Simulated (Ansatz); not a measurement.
**One shape, several levels: singlet C2H7Si+**

Aim: a comparison of 5 runs (B3LYP/6-31G*, PBE/6-311+G**, r2SCAN/6-311+G**, revPBE/6-311+G**, CCSD/6-311+G**) of singlet C2H7Si+. 

The calculation is run with Ansatz 0.2.0.

36 further runs of the same task are left out: 36 set aside as unsound or not needed.

**1. The molecule**

The species is C2H7Si+ (10 atoms), meant as a singlet with charge +1. As SMILES of the parent species, `C[SiH]C`. The coordinates come from a PBE0-D4/def2-TZVP relaxation. That shape belongs to the parent species and isn't relaxed for this state.

Bond lengths: C1–Si2 1.877 Å, Si2–C3 1.877 Å, C1–H4 1.095 Å, C1–H5 1.092 Å, C1–H6 1.092 Å, Si2–H7 1.495 Å, C3–H8 1.092 Å, C3–H9 1.092 Å, C3–H10 1.095 Å. Some angles: C1–Si2–C3 111.8°, C1–Si2–H7 110.2°, C3–Si2–H7 110.2°, Si2–C1–H4 110.5°, Si2–C1–H5 111.1°, Si2–C1–H6 111.0°, Si2–C3–H8 111.0°, Si2–C3–H9 111.1°, Si2–C3–H10 110.5°, H4–C1–H5 108.0°.

**2. The energy at B3LYP/6-31G(d) (spherical functions) (run 1)**

Input file input.yaml:

```yaml
crystal:
  periodic: [false, false, false]
  atoms:
    - {symbol: C, position_ang: [-1.065300, 0.729000, -0.876200]}
    - {symbol: Si, position_ang: [0.579500, 0.676400, 0.026300]}
    - {symbol: C, position_ang: [0.745000, -0.863300, 1.086800]}
    - {symbol: H, position_ang: [-1.173700, -0.143700, -1.529000]}
    - {symbol: H, position_ang: [-1.145400, 1.625300, -1.494500]}
    - {symbol: H, position_ang: [-1.899100, 0.727900, -0.170400]}
    - {symbol: H, position_ang: [1.707100, 0.752000, -0.952200]}
    - {symbol: H, position_ang: [-0.043500, -0.905000, 1.841800]}
    - {symbol: H, position_ang: [1.708100, -0.884600, 1.600600]}
    - {symbol: H, position_ang: [0.670300, -1.765000, 0.469600]}
basis:
  gaussian:
    orbitals: 6-31G_st_-spherical.json
total_charge: 1
hamiltonian:
  xc: {name: B3LYP}
accuracy: high
output:
  orbitals: {seedname: orbitals}
```

The basis set 6-31G* is read from a file made from the Basis Set Exchange's data (not shown).

Started as:

```console
ansatz run input.yaml --threads 1 --pin off --max-ram 3480MiB --events-out events.jsonl --progress --plain --runs-dir runs
```

What it wrote:

```text
Warning: RAYON_NUM_THREADS=1 ignored (pool sized by the plan → 1); use --threads N
Functional definition: B3LYP
  name "B3LYP"
  parameter a0 = 0.2
  parameter ax = 0.72
  parameter ac = 0.81
  exchange = (1 - a0 - ax)*slater_x + ax*b88_x + a0*exact_x
  correlation = (1 - ac)*vwn_rpa_c + ac*lyp_c
1455 factors; integrals over basis functions are off by at most 4.0e-9 eV
mean field evaluation 1: about -10042.4608 eV, gradient 7.8e1 eV
mean field evaluation 2: about -10028.8053 eV, gradient 9.6e1 eV
mean field evaluation 4: about -10057.3734 eV, gradient 2.9e0 eV
mean field evaluation 8: about -10057.3869 eV, gradient 1.7e-2 eV
mean field evaluation 16: about -10057.3869 eV, gradient 1.7e-6 eV
mean field -10057.38693195 eV, -369.6021526073 hartree, gradient 2.3e-8 eV, S^2 0.000000; 0 other end points of the search recorded, 0 dependent functions left out
reference -10057.38696712 eV, -369.6021538999 hartree; 16, 16 occupied and 44, 44 virtual orbitals, 1455 factors
Total energy: -10057.38696712 eV, -369.6021538999 hartree
```

It took 4.2 s on 1 thread of Arm Neoverse V1, shared host; peak memory 0.18 GiB.

**3. The energy at PBE/6-311+G(d,p) (run 2)**

Input file run.yaml:

```yaml
crystal:
  periodic: [false, false, false]
  atoms:
    - {symbol: C, position_ang: [-1.065300, 0.729000, -0.876200]}
    - {symbol: Si, position_ang: [0.579500, 0.676400, 0.026300]}
    - {symbol: C, position_ang: [0.745000, -0.863300, 1.086800]}
    - {symbol: H, position_ang: [-1.173700, -0.143700, -1.529000]}
    - {symbol: H, position_ang: [-1.145400, 1.625300, -1.494500]}
    - {symbol: H, position_ang: [-1.899100, 0.727900, -0.170400]}
    - {symbol: H, position_ang: [1.707100, 0.752000, -0.952200]}
    - {symbol: H, position_ang: [-0.043500, -0.905000, 1.841800]}
    - {symbol: H, position_ang: [1.708100, -0.884600, 1.600600]}
    - {symbol: H, position_ang: [0.670300, -1.765000, 0.469600]}
basis:
  gaussian: {orbitals: 6-311+G_st__st_-spherical.json}
total_charge: 1
hamiltonian: {xc: pbe}
accuracy: high
output: {orbitals: {seedname: orbitals}}
```

The basis set 6-311+G** is read from a file made from the Basis Set Exchange's data (not shown).

Started as:

```console
ansatz run run.yaml --threads 1 --pin off --max-ram 3480MiB --events-out events.jsonl --progress --plain --runs-dir runs
```

What it wrote:

```text
Warning: RAYON_NUM_THREADS=1 ignored (pool sized by the plan → 1); use --threads N
Functional definition: PBE
  name "PBE"
  parameter kappa = 0.804
  parameter beta = 0.06672455060314922
  exchange = pbe_x(kappa = kappa, mu = beta*pi^2/3)
  correlation = pbe_c(beta = beta)
2270 factors; integrals over basis functions are off by at most 6.3e-9 eV
mean field evaluation 1: about -10023.9282 eV, gradient 1.1e2 eV
mean field evaluation 2: about -9967.6367 eV, gradient 1.5e2 eV
mean field evaluation 4: about -10050.3595 eV, gradient 1.2e1 eV
mean field evaluation 8: about -10050.7237 eV, gradient 4.8e-1 eV
mean field evaluation 16: about -10050.7246 eV, gradient 3.1e-5 eV
mean field -10050.72464900 eV, -369.3573182250 hartree, gradient 4.3e-8 eV, S^2 0.000000; 0 other end points of the search recorded, 0 dependent functions left out
reference -10050.72465660 eV, -369.3573185042 hartree; 16, 16 occupied and 100, 100 virtual orbitals, 2270 factors
Total energy: -10050.72465660 eV, -369.3573185042 hartree
```

Wall time 8.7 s (1 thread of Arm Neoverse V1, shared host); peak memory 0.32 GiB.

Run 3 isn't shown in full; the table further down has it.

**4. The energy at revPBE/6-311+G(d,p) (run 4)**

Edit run.yaml of step 3 so:

```diff
@@ -14,5 +14,7 @@
 basis:
-  gaussian: {orbitals: 6-311+G_st__st_-spherical.json}
+  gaussian:
+    orbitals: 6-311+G_st__st_-spherical.json
 total_charge: 1
-hamiltonian: {xc: pbe}
+hamiltonian:
+  xc: {name: revPBE}
 accuracy: high
```

The basis set 6-311+G** is read from a file made from the Basis Set Exchange's data (not shown).

Started as:

```console
ansatz run run.yaml --threads 1 --pin off --max-ram 3480MiB --events-out events.jsonl --progress --plain --runs-dir runs
```

What it wrote:

```text
Warning: RAYON_NUM_THREADS=1 ignored (pool sized by the plan → 1); use --threads N
Functional definition: revPBE
  name "revPBE"
  parameter kappa = 1.245
[... 3 set-up lines as earlier in the session ...]
2270 factors; integrals over basis functions are off by at most 6.3e-9 eV
mean field evaluation 1: about -10030.2171 eV, gradient 1.1e2 eV
mean field evaluation 2: about -9976.3272 eV, gradient 1.4e2 eV
mean field evaluation 4: about -10055.5405 eV, gradient 1.1e1 eV
mean field evaluation 8: about -10055.8515 eV, gradient 4.5e-1 eV
mean field evaluation 16: about -10055.8523 eV, gradient 3.4e-5 eV
mean field -10055.85230801 eV, -369.5457562179 hartree, gradient 4.0e-8 eV, S^2 0.000000; 0 other end points of the search recorded, 0 dependent functions left out
reference -10055.85231767 eV, -369.5457565729 hartree; 16, 16 occupied and 100, 100 virtual orbitals, 2270 factors
Total energy: -10055.85231767 eV, -369.5457565729 hartree
```

Wall time 8.7 s (1 thread of Arm Neoverse V1, shared host); peak memory 0.32 GiB.

**5. A single-point energy at CCSD/6-311+G(d,p) (run 5)**

Edit input.yaml of step 2 so:

```diff
@@ -14,9 +14,6 @@
 basis:
-  gaussian:
-    orbitals: 6-31G_st_-spherical.json
+  gaussian: {orbitals: 6-311+G_st__st_-spherical.json}
 total_charge: 1
-hamiltonian:
-  xc: {name: B3LYP}
+correlation: {method: ccsd, frozen_orbitals: {C: 1, H: 0, Si: 5}}
 accuracy: high
-output:
-  orbitals: {seedname: orbitals}
+scf: {omitted_lower_state_checks: [cluster_reference, increment]}
```

The basis set 6-311+G** is read from a file made from the Basis Set Exchange's data (not shown).

Started as:

```console
ansatz run input.yaml --threads 1 --pin off --max-ram 3480MiB --events-out events.jsonl --progress --plain --runs-dir runs
```

What it wrote:

```text
Warning: RAYON_NUM_THREADS=1 ignored (pool sized by the plan → 1); use --threads N
[... 11 lines left out ...]
7 core orbitals not correlated: weight in the atoms' cores, before any rotation towards them, 1.000 or more for the frozen orbitals, at most 0.000 for the correlated occupied ones
[... 24 lines left out ...]
Total energy: -10038.64013200 eV, -368.9132204165 hartree
Checks for a lower state left out: cluster_reference, increment
```

It took 25 s on 1 thread of Arm Neoverse V1, shared host; peak memory 1 GiB.

**6. All runs side by side**

| run | level | frozen core orbitals | energy (Eh) | HOMO energy (eV) | LUMO energy (eV) | HOMO–LUMO gap (eV) | wall time |
| --- | --- | --- | --- | --- | --- | --- | --- |
| 1 | B3LYP/6-31G* (spherical functions) | – | -369.602154 | -14.67 | -9.94 | 4.73 | 4.2 s |
| 2 | PBE/6-311+G** | – | -369.357319 | -13.68 | -10.59 | 3.10 | 8.7 s |
| 3 | r2SCAN/6-311+G** | – | -369.543700 | -13.96 | -10.41 | 3.55 | 15 s |
| 4 | revPBE/6-311+G** | – | -369.545757 | -13.65 | -10.52 | 3.13 | 8.7 s |
| 5 | CCSD/6-311+G** | 7 | -368.913220 | – | – | – | 25 s |

**7. What came out**

| quantity | value |
| --- | --- |
| run 5: total energy | -368.91322 Eh |
| run 5: correlation energy (7 core orbitals frozen) | -439.7 mEh |
| run 5: T1 diagnostic | 0.011 |

What this shows: Over runs 1, 2, 3, 4 the HOMO–LUMO gap runs from 3.10 eV (PBE/6-311+G**) to 4.73 eV (B3LYP/6-31G*). The two ends differ in method and basis. Totals of different functionals can't be ranked against each other. All runs together took 62 s, the longest 25 s.
